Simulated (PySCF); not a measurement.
**Functional benchmark on one molecule**

Molecule: SMILES CP(C)C, C3H9P.

Geometry:
```tsv
atom	x (Å)	y (Å)	z (Å)
C1	-0.500	1.518	0.391
P2	-0.154	-0.203	0.978
C3	1.563	-0.405	0.319
C4	-1.083	-1.149	-0.313
H5	-0.274	1.653	-0.680
H6	0.102	2.232	0.973
H7	-1.560	1.759	0.563
H8	1.640	-0.146	-0.750
H9	1.889	-1.447	0.457
H10	2.253	0.236	0.889
H11	-0.823	-0.834	-1.338
H12	-0.870	-2.224	-0.207
H13	-2.165	-1.009	-0.163
```

Geometry PBE0-D3(BJ)/def2-SVP throughout; GIAO in PySCF 2.14, gas phase, one conformer, non-relativistic; equivalent atoms averaged; basis pcSseg-2.

Reference values (measured; solution; E. Pretsch, P. Bühlmann, M. Badertscher, Structure Determination of Organic Compounds, 4th ed., Springer 2009): δ(H5/H6/H7/H8/H9/H10/H11/H12/H13) = 0.97 ppm. Computed shifts are taken against TMS, calculated as an isolated molecule at each level.

How do the functionals HF, LDA, PBE, BLYP, BP86, OPBE, KT2, KT3, B97-D, B3LYP, PBE0, mPW1PW91 perform against the reference? Times are CPU seconds on 1 thread of an Arm Neoverse V1, shared host; the GGAs took longer than the global hybrids here, which isn't the general rule, and the cause wasn't traced.

Answers


```tsv
functional	kind	H5/H6/H7/H8/H9/H10/H11/H12/H13	abs. error H	core-s
HF	Hartree–Fock	0.86	0.11	18
LDA	LDA	0.92	0.05	33
PBE	GGA	0.92	0.05	39
BLYP	GGA	0.93	0.04	39
BP86	GGA	0.93	0.04	39
OPBE	GGA	0.91	0.06	39
KT2	GGA	0.91	0.06	39
KT3	GGA	0.91	0.06	39
B97-D	GGA	0.95	0.02	39
B3LYP	global hybrid	0.91	0.06	27
PBE0	global hybrid	0.90	0.07	27
mPW1PW91	global hybrid	0.90	0.07	27
```

For 1H the closest is B97-D (0.02 ppm, with BLYP, BP86, LDA, PBE practically level) and the furthest HF (0.11 ppm). One molecule is a small sample, and vibrational and solvent effects are absent from the calculation.
